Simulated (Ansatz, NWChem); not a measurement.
**Worked example: vertical ionisation energy of C3H8O (methoxyethane)**

C3H8O has 12 atoms, charge 0, and is taken as a singlet. As SMILES, `CCOC`. The coordinates come from a PBE0-D4/def2-TZVP relaxation. This is one conformer, not always the lowest.

Both states at this one shape; open shells run unrestricted unless said. 1 Eh = 27.2114 eV.

| level | program | singlet C3H8O (Eh) | doublet C3H8O+ (Eh) |
| --- | --- | --- | --- |
| B3LYP/6-31++G** (spherical functions) | NWChem | -194.360715 | -194.002362 |
| B3LYP/6-31+G* (spherical functions) | NWChem | -194.350396 | -193.991277 |
| B3LYP/6-31G* (spherical functions) | NWChem | -194.340627 | -193.988739 |
| revPBE0-D3(BJ)-ATM/6-31G* (Cartesian functions) | Ansatz | -194.267015 | -193.916838 |

**Question.** Work out the vertical ionisation energy at each level.

**Answer.** 
1. B3LYP/6-31++G** (spherical functions): -194.002362 − (-194.360715) = 0.358353 Eh = 9.75 eV.
2. B3LYP/6-31+G* (spherical functions): -193.991277 − (-194.350396) = 0.359119 Eh = 9.77 eV.
3. B3LYP/6-31G* (spherical functions): -193.988739 − (-194.340627) = 0.351888 Eh = 9.58 eV.
4. revPBE0-D3(BJ)-ATM/6-31G* (Cartesian functions): -193.916838 − (-194.267015) = 0.350177 Eh = 9.53 eV.

No measured value is set beside it here; the levels span 9.53 to 9.77 eV.
